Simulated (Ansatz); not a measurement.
Energy needed to pull apart AlH₃S₂, singlet, into free ground-state atoms, from the structure below (displaced at random from a GFN2-xTB minimum); no zero-point or spin–orbit terms; open-shell atoms are treated unrestricted, in their ground-state multiplicity.

```
6
angstrom
Al -0.7309 0.2403 -0.5460
S -0.6965 -0.9395 1.2823
S 1.2294 -0.8363 0.4594
H -1.0164 -0.5207 -1.8463
H -0.1027 1.8093 -0.5518
H 1.7383 0.1332 1.0600
```

Program: Ansatz 0.2.0. Basis: def2-TZVPP. Cores are frozen in the correlated methods.

| method | atomization energy (kJ/mol) |
| --- | --- |
| PBE-D4 | ? |
| r2SCAN-D4 | 1547 |
| PBE0-D4 | 1521 |
| r2SCAN0-D4 | 1520 |
| HSE06-D4 | 1522 |
| wB97M-V | 1551 |
| HF | 1045 |
| MP2 | 1488 |
| CCSD | ? |
| CCSD(T) | 1476 |

(1) What does CCSD give? (An estimate is asked for; the value comes from the calculation.)

(2) What does PBE-D4 give? (To be estimated.)

The T1 diagnostic stays at or below 0.013.

## Answers

(1) Computed: 1445 kJ/mol, which is about 31 kJ/mol less than CCSD(T)/def2-TZVPP.

(2) By the calculation: 1542 kJ/mol, which is about 66 kJ/mol more than CCSD(T)/def2-TZVPP.

In triple zeta the MP2 and coupled-cluster atomization energies are still short of their basis limit by a few kcal/mol a bond, whereas those of the functionals are nearly converged, so these differences are not deviations from converged CCSD(T).

For scale, one of the runs: CCSD(T)/def2-TZVPP forces, 168 basis functions (an equivalent command: `ansatz run in.yaml --threads 4`). Time: 35 s of wall clock on 4 CPU threads; the host was shared. Peak host memory: 2.3 GiB.
